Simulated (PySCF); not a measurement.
**Argon: a sound run and one with changed settings**

Sound run: Ar [Ar], Ar⁺ [Ne] 3s2 3p5. All numbers are calculated (PySCF 2.14, no relativity, point nucleus, in def2-TZVP (5s5p2d1f, 37 functions)). The sound run starts from symmetry-adapted Hartree-Fock orbitals and uses a fine grid where one is needed.

A second run was set up differently.

| species | method | sound run (hartree) | changed run (hartree) | converged |
| --- | --- | --- | --- | --- |
| Ar | UHF | -526.80276 | -526.80276 | yes |
| Ar | r2SCAN | -527.50081 | -533.03684 | yes |
| Ar | LDA | -525.92340 | -530.30344 | yes |
| Ar⁺ | UHF | -526.26721 | -526.26721 | yes |
| Ar⁺ | r2SCAN | -526.92096 | -532.50599 | yes |
| Ar⁺ | LDA | -525.33597 | -529.76234 | yes |

Ionisation energy of Ar:

```tsv
method	sound run (eV)	changed run (eV)
UHF	14.573	14.573
r2SCAN	15.779	14.445
LDA	15.985	14.724
```

**Question.** What was changed?
A. all electrons correlated in a valence basis
B. basis contracted for another Hamiltonian
C. radial grid too coarse
D. minimal basis

**Answer.** C. It used radial step 1.2 in ln r (0.13 in the sound run). A coarse radial grid mis-integrates the density and the exchange-correlation energy, with errors of either sign; Hartree-Fock needs no grid.
